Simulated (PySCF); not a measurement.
Molecule: SMILES [LiH], HLi.

Mapped SMILES: `[LiH:1]`; H(Xn) means a hydrogen on atom n.

Geometry PBE0-D3(BJ)/def2-SVP throughout; GIAO in PySCF 2.14.0 with density-fitted response routines, gas phase, one conformer, non-relativistic; equivalent atoms averaged; basis pcSseg-2.

Q: How do the absolute shieldings σ depend on the functional? (ppm; last column core-seconds on shared hosts with different chips, so compare them loosely)

A: 
```csv
functional,kind,Li1,H(Li1),core-s
HF,Hartree–Fock,89.5,26.49,0.13
LDA,LDA,86.5,25.66,0.4
PBE,GGA,88.1,26.20,0.52
BLYP,GGA,88.3,26.39,0.63
BP86,GGA,88.3,26.34,0.5
OPBE,GGA,89.1,26.32,0.44
KT2,GGA,92.0,26.34,0.44
KT3,GGA,91.8,26.63,0.3
B97-D,GGA,89.1,26.55,0.46
B3LYP,global hybrid,88.2,26.46,0.59
PBE0,global hybrid,88.3,26.30,0.35
mPW1PW91,global hybrid,88.5,26.42,0.37
WP04,global hybrid,89.2,28.02,0.27
B97-2,global hybrid,88.9,26.55,0.23
BHandHLYP,global hybrid,88.5,26.51,0.21
CAM-B3LYP,range-separated hybrid,88.1,26.36,0.28
wB97X-D,range-separated hybrid,89.3,26.59,0.26
LC-wPBE,range-separated hybrid,88.2,26.50,0.35
```

Q: Which nucleus moves most, in ppm?

A: Li1 (lithium bonded to H): from 86.5 ppm with LDA to 92.0 ppm with KT2. The smallest spread is 2.35 ppm, at H(Li1).
